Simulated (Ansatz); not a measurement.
Zinc-blende HgS (metastable phase) was calculated with PBEsol-D3(BJ) (Ansatz, a program for electronic structure, plane waves, PAW).

Numerical settings: plane-wave cutoff 520 eV, 10×10×10 k mesh, Fermi–Dirac smearing 0.01 eV, scalar-relativistic PAW data made under PBE.

Cell (relaxed at this level):

```
HgS
1.0
    0.00000     2.90924     2.90924
    2.90924     0.00000     2.90924
    2.90924     2.90924     0.00000
Hg S
1 1
Direct
  0.00000   0.00000   0.00000
  0.25000   0.25000   0.25000
```

Question: What does this level give for the bulk modulus and pressure derivative B′ of the bulk modulus?

Answer: 
- bulk modulus: 65.9 GPa
- pressure derivative B′ of the bulk modulus: 4.9

The run finds no gap.

Spin–orbit coupling is not included; it can open a gap where bands touch, and shift volumes and moduli.

Static lattice: no zero-point or thermal effects.
